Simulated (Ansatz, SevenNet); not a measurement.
For cubic perovskite CsSnBr₃, the machine-learned potential SevenNet-0 (trained on PBE and PBE+U data) gives:

| Property | Value |
|---|---|
| lattice parameter a | 5.895 Å |
| bulk modulus | 20.7 GPa |

Problem. What does HSE06 (PAW; Ansatz, a first-principles code) give for the same quantities?

Solution. 
- lattice constant a: 5.872 Å (drops by 0.4 %)
- bulk modulus: 20.7 GPa (hardly moves)

Changes are worked out from the printed values.

Unless a cell is named, each level is at its own relaxed cell (SevenNet-0 40.97, HSE06 40.50 Å³/atom).

Caveats: the relaxation could not lower the start's symmetry, so the cell can be a saddle point above a distorted one (SevenNet-0, HSE06). Ansatz's density-functional and Hartree–Fock values are scalar-relativistic unless marked +SOC, with PAW data made under PBE.
